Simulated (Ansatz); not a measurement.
Basis-set extrapolation for `O=COCC1CO1` (PBE0-D4/def2-TZVP geometry, frozen core, Ansatz). Multiplicity 1, RHF reference.

```csv
,def2-TZVPP,def2-QZVPP
HF,-379.663167,-379.680315
MP2 correlation,-1.347549,-1.445403
CCSD(T) correlation,-1.431839,not run
```

Energies in hartree. Use E(X) = E(∞) + A·exp(−7.88·√X) for Hartree–Fock and E(X) = E(∞) + B·X^(−2.97) for correlation, with X = 3 and 4, and add CCSD(T) minus MP2 of the smaller set to the MP2 limit.

**Question.** What is the CCSD(T) energy at the basis-set limit?

**Answer.** HF limit: -379.680315 + (-0.017148) × 0.13774 = -379.68268. MP2 limit: -1.445403 + (-0.097854) × 0.74074 = -1.51789. Higher-order term: -1.431839 − (-1.347549) = -0.08429. Total: -381.28486 hartree, 498.5 kJ/mol below CCSD(T)/def2-TZVPP.
